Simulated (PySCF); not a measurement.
# C4H7F: the cost of one run

The runs use PySCF 2.14.0, with density-fitted response routines of our own; the level of theory stands in each step. All values are computed, except where a source is named. Atoms are numbered from 0 throughout.

**1. The starting structure**

12 atoms, charge 0, multiplicity 1; geometry from: GFN2-xTB. The atoms were then displaced at random by about 0.01 Å, so the start is not that level's minimum.

Bonds of the start (Å): C0–C1 1.52, C1–C2 1.48, C2–C3 1.36, C3–F4 1.35, C0–H5 1.12, C0–H6 1.07, C0–H7 1.07, C1–H8 1.07, C1–H9 1.10, C2–H10 1.10, C3–H11 1.06.

**2. Relaxing the molecule at PBE0-D3(BJ)/def2-SVP**

What the job is given:

```
{"job": {"xc": "PBE0", "basis": "def2-SVP", "d3": "d3bj", "grid": 1, "shake": 0.01, "kind": "geom"}, "charge": 0, "multiplicity": 1}
C     -1.546460    -0.454850     0.022150
C     -0.448550     0.598030    -0.067720
C      0.813270     0.047240     0.473950
C      1.990210    -0.081770    -0.199340
F      2.070610     0.288140    -1.494130
H     -2.495850    -0.004940    -0.371810
H     -1.306050    -1.312680    -0.567210
H     -1.714900    -0.730480     1.043960
H     -0.297590     0.913770    -1.082640
H     -0.727130     1.482530     0.525790
H      0.812390    -0.285330     1.518580
H      2.889740    -0.487930     0.189410
```

Started as:

```console
> OMP_NUM_THREADS=1 python probes_run.py task.json out
```

This one command runs all jobs of the session in turn.

**Question.** How long does this first job take on 1 thread of Arm Neoverse V2, shared host, and how much memory does it need?

About 24 s, with a peak of 0.43 GiB.
